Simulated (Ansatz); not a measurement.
Input for Ansatz (development build ahead of 0.2.0):

```yaml
crystal:
  periodic: [false, false, false]
  atoms:
    - { symbol: Cl, position_ang: [0.0, 0.0, 0.0] }
    - { symbol: Li, position_ang: [0.0, 0.0, 4.14] }
    - { symbol: H, position_ang: [0.0, 2.1697, -1.0117] }
    - { symbol: Si, position_ang: [3.0092, -1.7374, -1.6203] }
basis:
  gaussian: { orbitals: pcseg-2 }
magnetization:
  spin_polarized: true
  initial_magnetization: 1
hamiltonian:
  xc: pbe
```

The input is written out in the form of the current development build from the run's settings.

The run gave:

| Quantity | Value |
| --- | --- |
| Converged | yes |
| Total energy | -757.25160 hartree |
| Spin squared of the determinant | 1.762 |
| Stability test | minimum |

Caution: the unrestricted determinant is a mixture of spin states.
